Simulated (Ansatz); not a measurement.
**[OH···H···S], triplet: transfer scan**

Starting geometry:

```xyz
4

O    -0.9166   -0.2316    0.0000
H    -1.1659    0.6949    0.0000
H     0.0430   -0.2316    0.0000
S     2.0394   -0.2316    0.0000
```

From there atom H3 is moved from one fragment to the other while all else, the fragments' distance too, stays fixed; atoms are numbered as listed. Energies are in eV, counted from the starting geometry at the same level. Kohn–Sham curves are unrestricted where that lies lower.

Basis cc-pVDZ; Ansatz 0.2.0. Correlated methods freeze the noble-gas cores. R marks a restricted (for open shells ROHF) determinant, U an unrestricted one.

Unrestricted rows (U, and Kohn–Sham where it breaks symmetry) aren't spin-pure: their determinants' ⟨S²⟩ exceeds S(S+1) by up to 0.10, so they mix in states of higher spin. Coupled cluster chose its determinant by a search with trial CCSD, here up to 0.17 eV above the lowest Hartree–Fock solution of its kind.

Full CI isn't at hand for all of this; UCCSDT(Q) serves as the reference, and is uncertain by the last step of the cluster series or more. The frozen core follows each run's orbitals, which can shift R against U totals by a few meV.

```
distance O1-H3 (Å)  UCCSDT(Q)  curve A  curve B  curve C  curve D
             0.892      0.134    0.138    0.053    0.132    0.126
             0.960      0.000    0.000    0.000    0.000    0.000
             1.048      0.187    0.173    0.295    0.190    0.200
             1.136      0.591    0.522    0.809    0.601    0.622
             1.224      1.028    0.890    1.388    1.233    1.100
             1.312      1.341    1.170    1.604    1.700    1.447
             1.400      1.480    1.297    1.534    1.836    1.563
             1.488      1.476    1.305    1.328    1.769    1.523
             1.576      1.447    1.299    1.146    1.690    1.466
```

**Question.** The curves come from B2PLYP, RCCSD, UHF, UMP2. Compare each with UCCSDT(Q) and say which is which.

**Answer.** A: B2PLYP, B: UHF, C: UMP2, D: RCCSD. Spread of the error against UCCSDT(Q), over the points where both stand: A 0.187, B 0.661, C 0.361, D 0.114 eV. 

In so small a basis the reference is far from its limit. A double hybrid takes much of its correlation from a semilocal functional, which needs less basis, so its difference from the reference holds the reference's basis and frozen-core error beside its own.
